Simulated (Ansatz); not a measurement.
# CH₄FN: small, medium and large basis sets

Aim: see how fast density functionals converge with the basis set for CH₄FN.

Computed with Ansatz 0.2.0, Gaussian basis. Level: one geometry, several basis sets.

Plan: PBE0-D4/def2-SVP; ωB97M-V/def2-SVP; PBE0-D4/def2-QZVPP; ωB97M-V/def2-QZVPP; the functionals' def2-TZVPP values are taken from earlier runs.

### Step 1. The geometry

The geometry comes from an earlier relaxation with PBE0-D4 in a triple-zeta def2 set; it is a stationary point, not always the lowest conformer.

SMILES `NCF`, 7 atoms, charge 0, spin multiplicity 1.

Atoms are counted from 1 here; the program's logs count them from 0.

Bond lengths: N1–C2 1.402 Å, N1–H4 1.010 Å, N1–H5 1.010 Å, C2–F3 1.406 Å, C2–H6 1.092 Å, C2–H7 1.092 Å. Angles: C2–N1–H4 112.8°, C2–N1–H5 112.8°, H4–N1–H5 109.7°, N1–C2–F3 113.7°, N1–C2–H6 110.2°, N1–C2–H7 110.2°, F3–C2–H6 106.1°, F3–C2–H7 106.1°, H6–C2–H7 110.3°.

### Step 2. PBE0-D4 in def2-SVP

in.yaml reads:

```yaml
crystal:
  periodic: [false, false, false]
  atoms:
    - {symbol: N, position_ang: [-0.458625, -0.120829, -0.759838]}
    - {symbol: C, position_ang: [0.444156, -0.110176, 0.313172]}
    - {symbol: F, position_ang: [0.043149, 0.710136, 1.382030]}
    - {symbol: H, position_ang: [-1.364135, -0.489921, -0.506135]}
    - {symbol: H, position_ang: [-0.568682, 0.787490, -1.188073]}
    - {symbol: H, position_ang: [0.551367, -1.115049, 0.726415]}
    - {symbol: H, position_ang: [1.414072, 0.270348, -0.013170]}
basis:
  gaussian: {orbitals: def2-SVP}
hamiltonian: {xc: pbe0, dispersion: d4}
output: {orbitals: {seedname: orbitals}}
```

Run with:

```console
$ ansatz run in.yaml --threads 2 --pin off --events-out ev --progress --plain --max-ram 4352MiB
```

Further steps of the session: ωB97M-V in def2-SVP; PBE0-D4 in def2-QZVPP; ωB97M-V in def2-QZVPP.

**Question.** What will the summary of the whole plan be? Wanted: PBE0-D4: double and triple zeta above quadruple; ωB97M-V: double and triple zeta above quadruple.

As calculated:

| quantity | value |
| --- | --- |
| PBE0-D4: double and triple zeta above quadruple | 6.74, 0.30 eV |
| ωB97M-V: double and triple zeta above quadruple | 6.95, 0.30 eV |

**Reading.** For PBE0-D4 the step from double to triple zeta gains 6.43 eV and the next only 0.30 eV. Total energies overstate the basis error of differences, where much of it tends to cancel. The LUMO of ωB97M-V is positive and keeps falling with the basis (3.62 to 1.89 eV): an unbound level that the basis holds in place.
